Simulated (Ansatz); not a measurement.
## Relative stability

Two relaxed structures of Si₂NH₆ (charge -1), singlet (PBE0-D4/def2-TZVPD; forces vanish, vibrations not checked).

A:

```xyz
9
angstrom
Si -0.9482 0.9872 -0.5647
N 0.6806 0.2537 -0.1807
Si 0.7737 -1.1073 0.8144
H 1.5424 0.6385 -0.5391
H -0.8080 1.1489 -2.0950
H -0.6390 2.4744 -0.2817
H 2.2201 -1.5070 0.9727
H 0.0749 -2.3325 0.3049
H 0.2551 -0.9293 2.2104
```

B:

Si1  (-0.678, 1.052, -0.911)
N2  (0.539, 0.135, -0.296)
Si3  (0.803, -1.021, 0.842)
H4  (-1.836, 0.320, -1.571)
H5  (-0.223, 1.996, -2.002)
H6  (-1.403, 1.982, 0.049)
H7  (2.248, -1.462, 0.922)
H8  (0.064, -2.340, 0.679)
H9  (0.487, -0.662, 2.286)
(Å)

Program: Ansatz 0.2.0. Basis: def2-TZVPPD. Cores are frozen in the correlated methods. B3LYP uses VWN-RPA correlation.

Task: Which structure is lower at CCSD(T), and by how much? (Judge from chemistry; the value comes from the calculation.)

Result: By the calculation: B, by 17.59 kcal/mol (electronic energy, against the other). By their contacts, A is Si₂NH₆ ([SiH2][NH][SiH3]), total charge -1 and B is Si₂NH₆ ([SiH3][N][SiH3]), total charge -1.

All methods give the same order:

```csv
method,E(B) − E(A) (kcal/mol)
PBE-D4,-15.33
r2SCAN-D4,-19.07
PBE0-D4,-16.15
B3LYP-D4,-17.64
wB97M-V,-16.89
HF,-20.54
MP2,-20.61
CCSD,-17.64
CCSD(T),-17.59
```

T1 diagnostic: at most 0.014.

Labels in which every atom is bracketed show which atoms are joined, not bond orders.

For scale, one of the runs: CCSD(T)/def2-TZVPPD, 235 basis functions, launched by `ansatz run in.yaml --threads 2 --pin off --events-out ev --progress --plain --max-ram 4352MiB`. Time: 91 s of wall clock on 2 CPU threads of an Arm Neoverse V2; the host was shared. Peak host memory: 3.8 GiB.
